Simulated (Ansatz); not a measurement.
# Worked example: vertical energy of the triplet above the singlet of C3H6O2 (ethyl formate)

C3H6O2 has 11 atoms, charge 0, and is taken as a singlet. SMILES: `CCOC=O`. The coordinates come from a PBE0-D4/def2-TZVP relaxation. This is one conformer, not always the lowest.

Both states at this one shape; open shells run unrestricted unless said. 1 Eh = 27.2114 eV.

| level | program | singlet C3H6O2 (Eh) | triplet C3H6O2 (Eh) |
| --- | --- | --- | --- |
| HF/STO-3G | Ansatz | -263.376836 | -263.251095 |
| HF/3-21G | Ansatz | -265.336734 | -265.178004 |
| HF/6-31G* (spherical functions) | Ansatz | -266.825853 | -266.657663 |

Work out the vertical gap, second state less first, at each level.


1. HF/STO-3G: -263.251095 − (-263.376836) = 0.125741 Eh = 3.42 eV.
2. HF/3-21G: -265.178004 − (-265.336734) = 0.158730 Eh = 4.32 eV.
3. HF/6-31G* (spherical functions): -266.657663 − (-266.825853) = 0.168190 Eh = 4.58 eV.

No measured value is set beside it here; the levels span 3.42 to 4.58 eV. Minimal sets are far from the basis-set limit.
